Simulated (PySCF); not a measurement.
**Structure elucidation problem**

Molecular formula: C₃H₅F. Simulated spectra:

¹H NMR (500 MHz, computed): δ 6.76 (ddq, J = 90.1, 12.2, 2.4 Hz, 1H), 5.54 (ddq, J = 15.5, 12.2, 8.4 Hz, 1H), 1.65 (ddd, J = 8.4, 4.4, 2.4 Hz, 3H).

¹³C{¹H} NMR (computed): δ 162.4 (d, J = 335.3 Hz), 116.7 (d, J = 11.5 Hz), 13.2 (d, J = 6.8 Hz).

Gas phase, fast rotation and ring inversion assumed for equivalent nuclei, one computed conformer, no relativistic terms. Geometry from PBE0-D3(BJ)/def2-SVP; couplings computed with B3LYP/pcJ-1; GIAO B3LYP/pcSseg-2 shieldings; PySCF 2.14.0 with density-fitted response routines.

δ = σ(ref) − σ, references computed at the same level: ¹H (31.39 ppm), ¹³C (179.19 ppm) vs TMS.

Deduce the structure.

Results:


1. Rings plus π bonds: 1 (no ring in the answer).
2. 3 carbon signals for 3 carbons: no two carbons are equivalent.
3. Carbon types of the structure: 2 × CH, 1 × CH3, which accounts for all hydrogens.
4. δC 162.4, 116.7: alkene CH; as expected for a trigonal carbon in a double bond.
5. δC 13.2: allylic methyl carbon; aliphatic region, no heteroatom directly attached.
6. δH 6.76, 5.54: hydrogen on an alkene CH; attached to an sp2 carbon and in the plane of the double bond.
7. δH 1.65: hydrogen on an allylic methyl carbon; allylic position.
8. The protons at 5.54 and 6.76 share a coupling of 12.2 Hz (vicinal, trans across C=C).
9. The protons at 1.65 and 5.54 share a coupling of 8.4 Hz (vicinal).

The compound is `InChI=1S/C3H5F/c1-2-3-4/h2-3H,1H3/b3-2+`.

Common functionals overestimate the size of one-bond C–F couplings by tens of Hz; these are unscaled. Splittings below 1 Hz are ignored in the labels, and close J values are merged. Unscaled 3J(H,H) at this level run about 10 % above measured values. Shifts are as computed. Against solution values, carbons near 30 ppm lie about +3 ppm off and those near 130 ppm about +8 ppm. Of 1211 compounds with measured shifts, 218 miss one by over three times the rms of a fit or turn the order of signals round; such compounds aren't used in these exercises.
